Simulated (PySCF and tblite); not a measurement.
The numbers below are computed, except where a source is named.
5 constitutional isomers of C3H6O2:

```csv
isomer,SMILES
A,[CH2:1]1[CH2:2][O:3][CH2:4][O:5]1
B,[CH3:1][CH2:2][O:3][CH:4]=[O:5]
C,[CH3:1][O:2][C:3]([CH3:4])=[O:5]
D,[OH:1][CH2:2][C@@H:3]1[CH2:4][O:5]1
E,[CH3:1][O:2][C@@H:3]1[CH2:4][O:5]1
```

Protocol: conformer search, at most 5 conformers an isomer, GFN2-xTB geometries, energies PBE0/def2-TZVP (IEF-PCM, acetonitrile) (D3(BJ) added where defined), weights at 298.15 K with GFN2-xTB thermal terms. Programs: PySCF with density fitting and tblite.

Problem. Rank the isomers by free energy at 298.15 K.

Solution. 
| isomer | ΔG (kcal/mol) | ΔE, lowest conformer | conformers | largest weight % | rms dipole (D) |
| --- | --- | --- | --- | --- | --- |
| C | 0.0 | 0.0 | 1 | 100 | 2.49 |
| B | 5.2 | 4.6 | 2 | 76 | 2.75 |
| A | 28.7 | 25.5 | 1 | 100 | 1.92 |
| D | 40.1 | 38.6 | 5 | 36 | 2.07 |
| E | 46.7 | 45.2 | 1 | 100 | 1.54 |

ΔG is for one enantiomer.

At least one structure keeps an imaginary mode at the tight-binding level. The search found a single conformer for at least one isomer; other rotamers may be missing.
